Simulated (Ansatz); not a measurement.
Reaction (SMILES): OO (H2O2) → 2 [OH] (OH)
B3LYP-D3(BJ)/def2-TZVP geometries, fixed; electronic energies without zero-point terms.

The bond dissociation energy at MP2 with Ansatz (a quantum-chemistry and plane-wave program), in kcal/mol, split into its Hartree-Fock and correlation parts. Cores are frozen. Open shells are unrestricted. No added dispersion term, no relativity. Functions are those of the species that has most.

```
basis    X  functions  Hartree-Fock    MP2
-------  -  ---------  ------------  -----
cc-pVDZ  2         38         -2.10  53.16
cc-pVTZ  3         88         -1.38  59.60
cc-pVQZ  4        170         -1.97  61.12
```

Worked estimate of the basis-set limit from each neighbouring pair, with Hartree-Fock from the larger set and the correlation part extrapolated as X^-3.
Correlation parts: X = 2: 55.26, X = 3: 60.98, X = 4: 63.09.
- (2,3): (27·(60.98) - 8·(55.26))/19 = 63.39; with Hartree-Fock -1.38 the estimate is 62.01 kcal/mol.
- (3,4): (64·(63.09) - 27·(60.98))/37 = 64.63; with Hartree-Fock -1.97 the estimate is 62.66 kcal/mol.
The last two estimates differ by 0.65 kcal/mol; the largest set lies 1.54 from the last. Over the last step Hartree-Fock moves by -0.59 and the correlation part by 2.11.
